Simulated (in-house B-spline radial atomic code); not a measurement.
## RPA and G0W0 on B3LYP (VWN-RPA): neutral neon

Configuration [He] 2s2 2p6, mean-field start B3LYP (VWN-RPA). Computed with a B-spline radial code for spherical atoms: all electrons, scalar-relativistic (spin-free one-electron X2C), finite nucleus, each spin shell either full or empty, empty states to l = 9 with an (l + 1/2)⁻⁴ tail; G0W0 by contour deformation at full frequency.

Command:
```bash
python run_gw.py task.json out
```
Settings (radii: box in bohr, nucleus in fm):
```
Z                        10
electrons                10
configuration            [He] 2s2 2p6
hamiltonian              x2c
method                   b3lyp
lmax                     9
rms_radius               3.0055
spin_polarised           False
box_radius               40
intervals                74
```

Run time, properties included: 1.8 s on 1 thread of Arm Neoverse N1, with other jobs on the host.

Energies (hartree):

```tsv
term	value
mean-field total	-129.12092
Hartree-Fock functional on these orbitals	-128.67652
direct second order	-0.72149
second-order exchange	0.2526
SOSEX correction	0.21922
```

(1) What is the RPA correlation energy, and what remains with SOSEX?

Quasi-particle levels (eV):

```csv
level,occupied,mean field,Σx - vxc,Σc,QP weight,G0W0
2p,yes,-15.633,-7.95,?,?,?
```

G0W0 = mean field + (Σx - vxc) + Σc, with Σc (partial-wave tail included) taken at the quasi-particle energy. Levels of low weight are left out.

(2) Where does G0W0 put 2p?

## Answers

(1) RPA gives -0.58867 hartree (-1.6 eV per electron); RPA + SOSEX gives -0.36945, and the second-order doubles -0.46889 hartree (no singles). RPA lacks exchange-type terms and so overcorrelates at short range.

(2) At -21.082 eV, with Σc = 2.51 eV and a quasi-particle weight of 0.868. The tabulated removal energy is 21.565 eV (NIST, measured).
